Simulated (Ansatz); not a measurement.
**CO₂, singlet in cc-pVTZ: errors against RCCSDT(Q)**

Geometry: MP2(full)/6-31G*, from the G2/97 set.

```xyz
3

C     0.0000    0.0000    0.0000
O     0.0000    0.0000   -1.1787
O     0.0000    0.0000    1.1787
```

Basis cc-pVTZ; Ansatz 0.2.0. Only valence electrons are correlated (noble-gas cores frozen), which leaves 16 electrons in 87 orbitals. R marks a restricted (for open shells ROHF) determinant. Active spaces: valence = (16e, 12o) chosen from the atoms' valence shells.

Full CI isn't at hand for all of this; RCCSDT(Q) serves as the reference, and is uncertain by about the last step of the cluster series.

The UHF ⟨S²⟩ is 0.000 and the T1 diagnostic (RCCSD) is 0.0190. The largest doubles amplitude (RCCSD) is 0.064.

| level | E − E(RCCSDT(Q)) (mEh) | share of correlation (%) | wall time |
| --- | --- | --- | --- |
| RHF | 626.72 | 0.00 | – |
| RMP2 | 20.50 | 96.73 | – |
| CISD | 90.16 | 85.61 | 13 s |
| RCCSD | 31.37 | 94.99 | – |
| RCCSD(T) | 1.90 | 99.70 | 17 s |
| BCCD(T) | 1.47 | 99.76 | 2.9 s |
| RCCSDT | 2.14 | 99.66 | – |
| CASSCF (valence space) | 445.66 | 28.89 | – |
| NEVPT2 (valence space) | 63.69 | 89.84 | 16 s (H100) |
| NEVPT4(SD) (valence space) | 5.75 | 99.08 | 22 s (H100) |
| MRCISD (valence space) | 39.25 | 93.74 | – |
| MRCISD+Q (valence space) | 6.32 | 98.99 | 22 s (H100) |

The correlation energy at RCCSDT(Q), counted from RHF, is -17.054 eV. That run took 6.5 s on 5 threads of AMD EPYC 7R13 with a whole H100 80 GB, shared host.

Times hold each run's SCF and search for its determinant on a shared host, so for small cases they say little of a method's own cost; rows without a card ran on 1 thread of AMD EPYC 7R13.

Natural occupations of CASSCF (valence space) about the gap: 1.978 1.978 1.973 1.960 1.960 0.062 0.062 0.034 0.015; effectively unpaired electrons, Σ n²(2−n)², 0.06.

Atomization energy (electronic, same basis, no zero-point term; atoms at the same level, unrestricted beside the R rows where the molecule is a closed shell, with restricted open-shell steps beyond CCSDT(Q)) at RCCSDT(Q): 1571.8 kJ/mol. Errors of other levels:

```tsv
level	error (kJ/mol)
RHF	-556.4
RMP2	107.8
CISD	-198.6
RCCSD	-58.6
RCCSD(T)	-1.9
BCCD(T)	-0.1
RCCSDT	-5.3
CASSCF (valence space)	-86.3
NEVPT2 (valence space)	30.4
NEVPT4(SD) (valence space)	0.7
MRCISD (valence space)	-63.0
MRCISD+Q (valence space)	-15.1
```

This basis is far from its limit, so the value isn't to be set against a measured one. Truncated CI isn't size-consistent, which counts against it in atomization.
